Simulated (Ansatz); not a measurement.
## How far each method lies from UCCSDT(Q) for BH$_{2}$, doublet

Geometry: that of the BH2⁻, singlet, kept fixed.

```xyz
3

B     0.0000   -0.1234    0.0000
H     0.0000    0.6616   -0.9691
H     0.0000    0.6616    0.9691
```

Basis aug-cc-pVTZ; Ansatz 0.2.0. Only valence electrons are correlated (noble-gas cores frozen), which leaves 5 electrons in 91 orbitals. R marks a restricted (for open shells ROHF) determinant, U an unrestricted one. Active spaces: valence = (5e, 6o) chosen from the atoms' valence shells.

Full CI isn't at hand for all of this; UCCSDT(Q) serves as the reference, and is uncertain by about the last step of the cluster series. The frozen core follows each run's orbitals, which can shift R against U totals by a few meV.

The UHF ⟨S²⟩ is 0.753. The T1 diagnostic (RCCSD) is 0.0161 and the largest doubles amplitude (RCCSD) is 0.029. The T1 diagnostic (UCCSD) is 0.0115.

| level | E − E(UCCSDT(Q)) (kJ/mol) | share of correlation (%) | wall time |
| --- | --- | --- | --- |
| RHF | 280.1 | 0.00 | – |
| UHF | 276.9 | 1.14 | – |
| RMP2 | 56.7 | 79.77 | – |
| UMP2 | 56.5 | 79.84 | – |
| RCCSD | 7.3 | 97.39 | – |
| UCCSD | 7.2 | 97.42 | – |
| RCCSD(T) | 1.4 | 99.49 | 2.5 s |
| UCCSD(T) | 1.4 | 99.50 | 2.6 s |
| BCCD(T) | 1.4 | 99.49 | 3.2 s |
| RCCSDT | 0.1 | 99.96 | – |
| UCCSDT | 0.1 | 99.97 | – |
| RCCSDT(Q) | 0.0 | 99.99 | 91 s |
| CASSCF (valence space) | 180.0 | 35.74 | – |
| NEVPT2 (valence space) | 45.9 | 83.63 | 1.4 s |

The correlation energy at UCCSDT(Q), counted from RHF, is -2.903 eV. That run took 92 s on 1 thread of Arm Neoverse V2, shared host.

Times hold each run's SCF and search for its determinant on a shared host, so for small cases they say little of a method's own cost; they ran on 1 thread of Arm Neoverse V2.

Natural occupations of CASSCF (valence space) about the gap: 1.975 1.972 1.002 0.023 0.019 0.009; effectively unpaired electrons, Σ n²(2−n)², 1.01.
